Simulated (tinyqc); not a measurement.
Inside a calculation. Method: UHF in the sto-3g basis, for H2O, spin multiplicity 1. One step of it, computed by the program tinyqc.

Question. Iteration 24 (converged): orbitals. Diagonalise F' = X^T F X, C = X C', fill 5 alpha and 5 beta electrons from the bottom; D(s) = C_occ C_occ^T. Each column has its largest component positive (the first on a tie).

converged F(alpha) (hartree), lower triangle:
```
             1O 1s      1O 2s     1O 2px     1O 2py     1O 2pz      2H 1s      3H 1s
1O 1s   -20.243702
1O 2s    -5.163247  -2.427433
1O 2px    0.000000   0.000000  -0.388937
1O 2py    0.000000   0.000000   0.000004  -0.273802
1O 2pz   -0.027543  -0.100563   0.000000   0.000000  -0.313487
2H 1s    -1.019935  -0.913434  -0.000001  -0.376777  -0.349954  -0.496171
3H 1s    -1.019935  -0.913434   0.000001   0.376777  -0.349954  -0.322856  -0.496171
```

converged F(beta) (hartree), lower triangle:
```
             1O 1s      1O 2s     1O 2px     1O 2py     1O 2pz      2H 1s      3H 1s
1O 1s   -20.243702
1O 2s    -5.163247  -2.427433
1O 2px    0.000000   0.000000  -0.388937
1O 2py    0.000000   0.000000  -0.000004  -0.273802
1O 2pz   -0.027543  -0.100563   0.000000   0.000000  -0.313487
2H 1s    -1.019935  -0.913434   0.000001  -0.376777  -0.349954  -0.496171
3H 1s    -1.019935  -0.913434  -0.000001   0.376777  -0.349954  -0.322856  -0.496171
```

X:
```
                1          2          3         4          5          6         7
1O 1s   -0.322972   0.000000   0.746484  0.000000  -0.617785   0.000000  0.160585
1O 2s    1.109727   0.000000  -0.299023  0.000000  -0.307003   0.000000  0.429798
1O 2px   0.000000   0.000000   0.000000  1.000000   0.000000   0.000000  0.000000
1O 2py   0.000000   0.891754   0.000000  0.000000   0.000000   0.691957  0.000000
1O 2pz   0.522202   0.000000   0.655084  0.000000   0.631596   0.000000  0.204136
2H 1s   -0.700450  -0.821676  -0.164781  0.000000   0.134670   0.375486  0.379538
3H 1s   -0.700450   0.821676  -0.164781  0.000000   0.134670  -0.375486  0.379538
```

Give: F' = X^T F X; orbital energies; coefficients C; F' = X^T F X; orbital energies; coefficients C; D(alpha) after iteration 24; D(beta) after iteration 24.

Answer.

F' = X^T F X (alpha) (hartree), lower triangle:
```
         1       2        3        4        5        6        7
1   0.0328
2   0.0000  0.6525
3   1.8425  0.0000  -8.8862
4   0.0000  0.0000   0.0000  -0.3889
5  -1.3725  0.0000   8.8659   0.0000  -9.6364
6   0.0000  0.1141   0.0000   0.0000   0.0000  -0.5715
7   0.2663  0.0000  -3.8298   0.0000   4.1640   0.0000  -2.9048
```

orbital energies (alpha) (hartree): MO1 -20.2523, MO2 -1.2383, MO3 -0.5821, MO4 -0.4475, MO5 -0.3889, MO6 0.5435, MO7 0.6631

coefficients C (alpha):
```
            MO1      MO2      MO3      MO4     MO5      MO6      MO7
1O 1s    0.9943  -0.2356   0.0000   0.0997  0.0000  -0.1223   0.0000
1O 2s    0.0253   0.8583   0.0000  -0.5149  0.0000   0.7729   0.0000
1O 2px   0.0000   0.0000   0.0000   0.0000  1.0000   0.0000   0.0000
1O 2py   0.0000   0.0000   0.6069   0.0000  0.0000   0.0000   0.9517
1O 2pz   0.0038   0.1083   0.0000   0.7593  0.0000   0.7444   0.0000
2H 1s   -0.0053   0.1527   0.4495   0.3046  0.0000  -0.7509  -0.7836
3H 1s   -0.0053   0.1527  -0.4495   0.3046  0.0000  -0.7509   0.7836
```

F' = X^T F X (beta) (hartree), lower triangle:
```
         1       2        3        4        5        6        7
1   0.0328
2   0.0000  0.6525
3   1.8425  0.0000  -8.8862
4   0.0000  0.0000   0.0000  -0.3889
5  -1.3725  0.0000   8.8659   0.0000  -9.6364
6   0.0000  0.1141   0.0000   0.0000   0.0000  -0.5715
7   0.2663  0.0000  -3.8298   0.0000   4.1640   0.0000  -2.9048
```

orbital energies (beta) (hartree): MO1 -20.2523, MO2 -1.2383, MO3 -0.5821, MO4 -0.4475, MO5 -0.3889, MO6 0.5435, MO7 0.6631

coefficients C (beta):
```
            MO1      MO2      MO3      MO4     MO5      MO6      MO7
1O 1s    0.9943  -0.2356   0.0000   0.0997  0.0000  -0.1223   0.0000
1O 2s    0.0253   0.8583   0.0000  -0.5149  0.0000   0.7729   0.0000
1O 2px   0.0000   0.0000   0.0000   0.0000  1.0000   0.0000   0.0000
1O 2py   0.0000   0.0000   0.6069   0.0000  0.0000   0.0000   0.9517
1O 2pz   0.0038   0.1083   0.0000   0.7593  0.0000   0.7444   0.0000
2H 1s   -0.0053   0.1527   0.4495   0.3046  0.0000  -0.7509  -0.7836
3H 1s   -0.0053   0.1527  -0.4495   0.3046  0.0000  -0.7509   0.7836
```

D(alpha) after iteration 24, lower triangle:
```
          1O 1s    1O 2s  1O 2px   1O 2py  1O 2pz    2H 1s   3H 1s
1O 1s    1.0540
1O 2s   -0.2285   1.0025
1O 2px   0.0000   0.0000  1.0000
1O 2py   0.0000   0.0000  0.0000   0.3684
1O 2pz   0.0540  -0.2979  0.0000   0.0000  0.5883
2H 1s   -0.0108  -0.0259  0.0000   0.2728  0.2478   0.3182
3H 1s   -0.0108  -0.0259  0.0000  -0.2728  0.2478  -0.0859  0.3182
```

D(beta) after iteration 24, lower triangle:
```
          1O 1s    1O 2s  1O 2px   1O 2py  1O 2pz    2H 1s   3H 1s
1O 1s    1.0540
1O 2s   -0.2285   1.0025
1O 2px   0.0000   0.0000  1.0000
1O 2py   0.0000   0.0000  0.0000   0.3684
1O 2pz   0.0540  -0.2979  0.0000   0.0000  0.5883
2H 1s   -0.0108  -0.0259  0.0000   0.2728  0.2478   0.3182
3H 1s   -0.0108  -0.0259  0.0000  -0.2728  0.2478  -0.0859  0.3182
```
